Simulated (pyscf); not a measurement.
PySCF, gas phase, ωB97X-D3(BJ)/def2-SVP geometries.

Problem. How much does it cost (ΔH, 298 K, ωB97M-D3(BJ)/def2-TZVP) to split O=Nb(F)(F)–Cl (SMILES [O]=[Nb]([F])([F])[Cl]) at its Cl–Nb bond into [O=Nb(F)–F]• + Cl•?

Solution. Cl–Nb to [O=Nb(F)–F]• + Cl•: 446.9 kJ/mol. The 7 functionals that were run give +435.5 (M06-2X) to +471.8 kJ/mol (ωB97X-D3(BJ)/def2-TZVP). The radicals are drawn with the spin at the cut bond; how far it spreads was not checked. Other isomers of [O=Nb(F)–F]• were not searched in full and may lie lower. Left out: the spin-orbit lowering of Cl. Open-shell species with a d-block atom are single-reference here; other states, and whether the spin sits on metal or ligand, were not checked. Elements past Kr carry the def2 core potentials, without spin-orbit coupling.
